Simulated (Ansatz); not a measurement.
**SbH3, triplet in def2-TZVPP: errors against UCCSDT(Q)**

Geometry: a PBE0/def2-TZVP stationary point for this spin, not checked as a minimum.

```xyz
4

Sb    0.0000   -0.0133    0.0000
H     0.0000   -0.0423   -1.8410
H     0.0000    1.6869    0.0000
H     0.0000   -0.0423    1.8410
```

Basis def2-TZVPP with its core potentials; Ansatz 0.2.0. Only valence electrons are correlated (noble-gas cores and the filled d shells of p-block atoms frozen), which leaves 8 electrons in 83 orbitals. R marks a restricted (for open shells ROHF) determinant, U an unrestricted one. Active spaces: valence = (8e, 7o) chosen from the atoms' valence shells. No spin–orbit coupling is included; scalar relativity enters through the core potentials alone.

Full CI isn't at hand for all of this; UCCSDT(Q) serves as the reference, and is uncertain by about the last step of the cluster series. The frozen core follows each run's orbitals, which can shift R against U totals by a few meV for light atoms and by up to 0.1 eV past Ca.

- UHF ⟨S²⟩: 2.063
- T1 diagnostic (RCCSD): 0.0304
- largest doubles amplitude (RCCSD): 0.094
- T1 diagnostic (UCCSD): 0.0207

```json
{"level": "UHF", "E − E(UCCSDT(Q)) (mEh)": "156.08", "share of correlation (%)": "7.58", "wall time": "–"}
{"level": "UMP2", "E − E(UCCSDT(Q)) (mEh)": "35.24", "share of correlation (%)": "79.13", "wall time": "–"}
{"level": "UCCSD", "E − E(UCCSDT(Q)) (mEh)": "5.86", "share of correlation (%)": "96.53", "wall time": "–"}
{"level": "UCCSD(T)", "E − E(UCCSDT(Q)) (mEh)": "1.19", "share of correlation (%)": "99.30", "wall time": "3.8 s"}
{"level": "UCCSDT", "E − E(UCCSDT(Q)) (mEh)": "0.15", "share of correlation (%)": "99.91", "wall time": "–"}
```

The correlation energy at UCCSDT(Q), counted from RHF, is -4.596 eV. That run took 6 s on 2 threads of AMD EPYC 7R13 with a shared H100 80 GB, shared host.

Run but not shown, since their state or frozen core can't be matched to the reference's or they repeat it: RHF, RMP2, RCCSD, RCCSD(T), BCCD(T), RCCSDT, RCCSDT(Q), CASSCF (valence space), NEVPT2 (valence space), MRCISD (valence space), MRCISD+Q (valence space).

Times hold each run's SCF and search for its determinant on a shared host, so for small cases they say little of a method's own cost; they ran on 1 thread of AMD EPYC 7R13.

Natural occupations of CASSCF (valence space) about the gap: 1.993 1.964 1.960 1.003 1.000 0.043 0.037; effectively unpaired electrons, Σ n²(2−n)², 2.02.

Atomization energy (electronic, same basis, no zero-point term; atoms at the same level, unrestricted beside the R rows where the molecule is a closed shell, but restricted open-shell past Ca, as are all atoms' steps beyond CCSDT(Q)) at UCCSDT(Q): 530.0 kJ/mol. Errors of other levels:

```
   level  error (kJ/mol)
     UHF          -208.4
    UMP2           -51.9
   UCCSD            -7.3
UCCSD(T)            -1.5
  UCCSDT            -0.2
```

This basis is far from its limit, so the value isn't to be set against a measured one.
